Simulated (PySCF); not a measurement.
# A search over the determinants of C₂⁺

Unrestricted PBE0; C pcseg-1; no relativity (PySCF 2.14). Outer shells of the fragments: C+ 2s2 2p1; C 2s2 2p2.

Followed along the bond (rough minima from three points):

```tsv
2Ms+1	unpaired	⟨S²⟩ at the start	R at minimum (Å)	Te (eV)
4	σ ↑, π ↑↑	3.75	1.40	0.00
2	σ ↓, π ↑↑	1.78	1.41	0.54
2	σ ↑, π ↑↓	1.76	1.41	0.61
2	σ ↑	0.76	1.43	1.64
```

Solutions found at the starting distance of 1.520 Å, counted from the lowest of them; the search is not exhaustive and high or unbound solutions are not listed, so other states can lie among these:

```
2Ms+1   unpaired   term  E (eV)  ⟨S²⟩  ⟨Lz²⟩
    4  σ ↑, π ↑↑    ⁴Σ⁻    0.00  3.75   0.00
    2  σ ↓, π ↑↑  mixed    0.51  1.78   0.00
    2  σ ↑, π ↑↓  mixed    0.57  1.76   2.00
    2        σ ↑  mixed    1.55  0.76   2.00
    2        π ↑     ²Π    1.71  0.75   1.00
    4  σ ↑↑, π ↑     ⁴Π    2.87  3.75   1.00
    4  σ ↑, π ↑↑  mixed    4.10  3.76   2.00
```

A term symbol is given only where ⟨S²⟩ and ⟨Lz²⟩ are close to those of a pure state; real π, δ and φ orbitals otherwise mix terms, and g/u labels are left off.

Counting both spins, an empty level lies below a filled one in some of these solutions, because spin and occupation are held.
